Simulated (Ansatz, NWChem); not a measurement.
**Strength of the C–H bond: C3H6 → C3H5 + H**

Species: C3H6 (cyclopropane) `C1CC1`, singlet; C3H5 `[CH]1CC1`, doublet; H atom, doublet. 

Shapes, held fixed at every level: PBE0-D4/def2-TZVP. Programs: Ansatz 0.2.0, NWChem 7.3.0. The zero-point and thermal change to 298 K, harmonic and unscaled (PBE0-D4/def2-TZVP), is -31.8 kJ/mol.

| level | kind | ΔH(298 K) (kJ/mol) | less CCSD(T)/CBS estimate |
| --- | --- | --- | --- |
| HF/def2-SVP | Hartree–Fock | +348.4 | -108.2 |
| B3LYP-D4/def2-TZVPP | global hybrid | +444.1 | -12.5 |
| BHLYP-D4/def2-TZVPP | global hybrid | +441.6 | -15.0 |
| wB97M-V/def2-TZVPP | range-separated hybrid | +453.7 | -2.9 |
| B2PLYP/def2-TZVPP | double hybrid | +446.0 | -10.6 |
| CCSD(T)/def2-SVP | coupled cluster or CI | +439.6 | -17.0 |
| CCSD(T)/def2-TZVPP | coupled cluster or CI | +451.1 | -5.5 |
| CCSD(T)/CBS estimate | coupled cluster or CI | +456.6 | 0.0 |

The highest level, CCSD(T)/CBS estimate, gives ΔH(298 K) = +456.6 kJ/mol; the levels span +348.4 to +456.6. The column of differences is taken from that level and isn't an error. Hartree–Fock misses the correlation of the pair that is broken and comes out low. No measured value is set beside it here. Open shells run unrestricted unless RO is named. The CBS estimate extrapolates MP2 from def2-TZVPP and def2-QZVPP and adds CCSD(T) − MP2 in the triple-zeta set, cores frozen.
